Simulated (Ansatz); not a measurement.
The input, for Ansatz 0.2.0:

```yaml
crystal:
  periodic: [false, false, false]
  atoms:
    - {symbol: B, position_ang: [-0.165120, 0.000000, 0.000000]}
    - {symbol: H, position_ang: [-0.761854, 1.033571, 0.000000]}
    - {symbol: H, position_ang: [-0.761854, -1.033571, 0.000000]}
    - {symbol: H, position_ang: [1.233880, 0.000000, 0.000000]}
    - {symbol: H, position_ang: [2.060880, 0.000000, 0.000000]}
basis:
  gaussian: {orbitals: 6-31G}
magnetization: {spin_polarized: false, initial_magnetization: 1}
correlation: {method: fci, electrons: outside_noble_gas}
```

```sh
$ ansatz run in.yaml --threads 1 --pin off --events-out ev --progress --plain --max-ram 2393MiB
```

(1) Roughly how long does this take on 1 thread of Intel Xeon Platinum 8259CL, shared host, and how much host memory?

```
382 factors; integrals over basis functions are off by at most 1.7e-7 eV
mean field evaluation 1: about -729.3274 eV, gradient 9.0e0 eV
mean field evaluation 2: about -729.3229 eV, gradient 9.0e0 eV
mean field evaluation 4: about -729.8968 eV, gradient 5.8e-1 eV
mean field evaluation 8: about -729.8994 eV, gradient 8.9e-3 eV
mean field evaluation 16: about -729.0210 eV, gradient 1.9e-2 eV
mean field evaluation 32: about -729.0157 eV, gradient 8.3e-1 eV
mean field -729.89942925 eV, -26.8233092813 hartree, gradient 2.0e-6 eV, S^2 0.750000; 6 other end points of the search recorded, 0 dependent functions left out
mean field evaluation 64: about -729.1249 eV, gradient 8.0e-5 eV
determinant -729.89942925 eV, -26.8233092813 hartree, with singles and doubles -732.28309602 eV, -26.9109074194 hartree
determinant -729.02101953 eV, -26.7910283195 hartree, with singles and doubles -731.58566481 eV, -26.8852772953 hartree
1 core orbitals not correlated: weight in the atoms' cores, before any rotation towards them, 1.000 or more for the frozen orbitals, at most 0.000 for the correlated occupied ones
reference -729.89942925 eV, -26.8233092813 hartree; 4, 3 occupied and 12, 13 virtual orbitals, 382 factors
state -732.32327884 eV, -26.9123841107 hartree
Total energy: -732.32327884 eV, -26.9123841107 hartree
```

Natural occupations: 1.9707 1.9688 1.9674 0.9950 0.0239 0.0197 0.0192 0.0122 0.0059 0.0057 0.0046 0.0038 0.0012 0.0012 0.0004 0.0001.

Answers

(1) 3.1 s wall and 0.14 GiB.
